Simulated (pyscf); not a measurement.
Structures and frequencies: ωB97X-D3(BJ)/def2-SVP in PySCF.

Problem. For the elementary gas-phase step `[SiH2][SiH3]` [doublet] + `[SiH4]` → `[SiH3][SiH3]` + `[SiH3]` [doublet] (doublet surface; H–Si broken, H–Si formed), what barrier and reaction energy does ωB97M-D3(BJ)/def2-TZVP give, measured from the separated reactants?

Solution. ΔE‡ = 10.2 kcal/mol, ΔE = +3.4 kcal/mol. Zero-point energy shifts the barrier by -2.3 kcal/mol. It is a hydrogen abstraction, with an imaginary mode of 1331i cm⁻¹. This is the saddle that the search found; another between the same sides may lie lower. The angle at the transferred H is 175°.
